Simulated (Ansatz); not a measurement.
Two structures of CH$_{6}$AlCl, closed shell, reached by relaxing down either side of one saddle point (PBE0-D4/def2-TZVP). Energies are electronic, without zero-point energy. Computed with Ansatz 0.2.0 (basis: def2-TZVPP and def2-QZVPP); correlated methods freeze the cores. Extrapolation: Hartree–Fock as exp(−7.88 √X), correlation as X^−2.97. First:

Al1  (-0.273, -0.701, -1.336)
Cl2  (0.777, 0.679, -2.536)
H3  (0.525, -1.945, -0.790)
H4  (-1.842, -0.549, -1.283)
H5  (0.838, 0.735, 0.354)
C6  (0.166, 0.493, 1.184)
H7  (-0.002, 1.412, 1.744)
H8  (0.627, -0.265, 1.813)
H9  (-0.817, 0.140, 0.850)
(Å)

Second:

```csv
atom,x (Å),y (Å),z (Å)
Al1,-0.5453,-0.7435,-0.5937
Cl2,1.1517,0.8510,-1.8875
H3,0.1767,-2.1051,-0.9927
H4,-1.8399,-0.2944,-1.4041
H5,1.4641,1.4582,-0.8000
C6,-0.1514,0.0901,1.1423
H7,-0.4104,1.1536,1.1690
H8,0.8974,-0.0206,1.4362
H9,-0.7431,-0.3894,1.9304
```

Problem. Which bonds change from the first to the second?

Solution. AlH₂Cl ([AlH2][Cl]) + CH₄ → CH₅Al ([CH3][AlH2]) + HCl (still joined by a long Al–Cl bond); bonds formed: Al1–C6, Cl2–H5; bonds broken: H5–C6; bonds weakened to dative contacts: Al1–Cl2.

Problem. Give the saddle point's structure and its height above each. (Judge from chemistry; the value comes from the calculation.)

Solution. Computed: 1.998 eV above the first and 0.315 eV above the second (CCSD(T) at an estimated basis limit (MP2 extrapolated from triple and quadruple zeta, plus CCSD(T) − MP2 in triple zeta)).
Al1  (-0.445, -0.669, -0.750)
Cl2  (1.184, 0.923, -1.757)
H3  (0.222, -2.091, -0.938)
H4  (-1.841, -0.245, -1.359)
H5  (0.812, 0.814, -0.412)
C6  (0.023, 0.254, 0.998)
H7  (-0.312, 1.279, 1.177)
H8  (1.011, 0.113, 1.443)
H9  (-0.652, -0.378, 1.598)
(Å)

No T1 diagnostic of these runs exceeds 0.010.

Labels in which every atom is bracketed show which atoms are joined, not bond orders.

For scale, one of the runs: CCSD(T)/def2-TZVPP, 199 basis functions, launched by `ansatz run in.yaml --threads 2 --pin off --events-out ev --progress --plain --max-ram 4352MiB`. Time: 44 s of wall clock on 2 CPU threads of an Intel Xeon Platinum 8259CL; the host was shared. Peak host memory: 2.2 GiB.
